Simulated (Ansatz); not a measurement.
Geometry optimisation, RKS revPBE/def2-TZVP in Ansatz.

The input (input.yaml):

```yaml
crystal:
  periodic: [false, false, false]
  atoms:
    - { symbol: B, position_ang: [-0.11849, -1.07132, -0.02988] }
    - { symbol: Si, position_ang: [0.09914, 0.88849, 0.02479] }
    - { symbol: H, position_ang: [-0.87115, -1.61297, 0.68492] }
    - { symbol: H, position_ang: [0.50018, -1.72539, -0.77825] }
    - { symbol: H, position_ang: [0.99468, 1.69673, -0.81254] }
    - { symbol: H, position_ang: [-0.60436, 1.82447, 0.91095] }
total_charge: 1
basis:
  gaussian: { orbitals: def2-TZVP }
hamiltonian:
  xc: revpbe
relax:
  f_tol: 0.015
  max_steps: 40
```

Launched with:

```bash
$ ansatz run input.yaml --threads 2 --pin off --max-ram 3072MiB --backend cpu --events-out ev --progress --plain --runs-dir out
```

Q: Where does it end, and by what steps?

A: It converged. After 11 steps the energy has fallen by 0.490 eV; H4 moved furthest, 0.90 Å.

```
step  energy less start (eV)  largest force component (eV/Å)  accepted
   0                  0.0000                           1.413       yes
   1                 -0.1252                           0.697       yes
   2                 -0.1503                           0.143       yes
   3                 -0.1512                           0.027       yes
   4                 -0.1594                           0.240       yes
   5                 -0.2112                           0.452       yes
   6                 -0.3130                           0.311       yes
   7                 -0.4014                           0.455       yes
   8                 -0.4785                           0.105       yes
   9                 -0.4804                           0.271       yes
  10                 -0.4897                           0.072       yes
  11                 -0.4900                           0.011       yes
```

```xyz
6
Properties=species:S:1:pos:R:3
B -0.120 -1.068 -0.029
Si 0.102 0.920 0.025
H -1.223 -1.526 -0.140
H 0.856 -1.761 0.050
H 0.312 1.739 -1.204
H 0.072 1.697 1.298
```

Run time: 8.2 s on 2 threads of Intel(R) Xeon(R) Platinum 8488C (Sapphire Rapids), on a shared host, peak memory 0.14 GiB.
